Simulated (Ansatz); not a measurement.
Cuprite Ag2O

Method: Hartree–Fock (PAW; Ansatz, a program for electronic structure).

Run with plane-wave cutoff 460 eV, 6×6×6 k mesh, Fermi–Dirac smearing 0.01 eV, no spin polarisation, scalar-relativistic PAW data made under PBE.

Cell (measured lattice):

```cif
data_Ag4O2
_chemical_formula_sum 'Ag4 O2'
_space_group_name_H-M_alt 'P 1'
_space_group_IT_number 1
_cell_length_a 4.74500
_cell_length_b 4.74500
_cell_length_c 4.74500
_cell_angle_alpha 90.000
_cell_angle_beta 90.000
_cell_angle_gamma 90.000
loop_
_space_group_symop_operation_xyz
  'x, y, z'
loop_
_atom_site_label
_atom_site_type_symbol
_atom_site_fract_x
_atom_site_fract_y
_atom_site_fract_z
_atom_site_occupancy
Ag1 Ag 0.75000 0.25000 0.75000 1
Ag2 Ag 0.25000 0.75000 0.75000 1
Ag3 Ag 0.75000 0.75000 0.25000 1
Ag4 Ag 0.25000 0.25000 0.25000 1
O1 O 0.00000 0.00000 0.00000 1
O2 O 0.50000 0.50000 0.50000 1
```

- band gap: 8.66 eV (on the SCF k mesh)

Measured, for comparison: band gap 1.2 eV (temperature not stated, no zero-point or thermal correction, photoconductivity; as tabulated in He and Franchini (2017), arXiv:1706.08159).

Note: cell and atoms aren't relaxed at this level (pressure 11.2 GPa).

Spin–orbit coupling is not included.

The computed numbers hold no vibrational or temperature effects.

The result took roughly 10 core-minutes.
